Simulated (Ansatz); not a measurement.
Basis-set extrapolation for `C=C=C1CC1` (PBE0-D4/def2-TZVP geometry, frozen core, Ansatz 0.2.0). Multiplicity 1, RHF reference.

|  | def2-TZVPP | def2-QZVPP |
| --- | --- | --- |
| HF | -192.789325 | -192.797541 |
| MP2 correlation | -0.798438 | -0.848745 |
| CCSD(T) correlation | -0.873348 | not run |

Energies in hartree. Use E(X) = E(∞) + A·exp(−7.88·√X) for Hartree–Fock and E(X) = E(∞) + B·X^(−2.97) for correlation, with X = 3 and 4, and add CCSD(T) minus MP2 of the smaller set to the MP2 limit.

What is the CCSD(T) energy at the basis-set limit?

HF limit: -192.797541 + (-0.008216) × 0.13774 = -192.79867. MP2 limit: -0.848745 + (-0.050307) × 0.74074 = -0.88601. Higher-order term: -0.873348 − (-0.798438) = -0.07491. Total: -193.75959 hartree, 2.64 eV below CCSD(T)/def2-TZVPP.
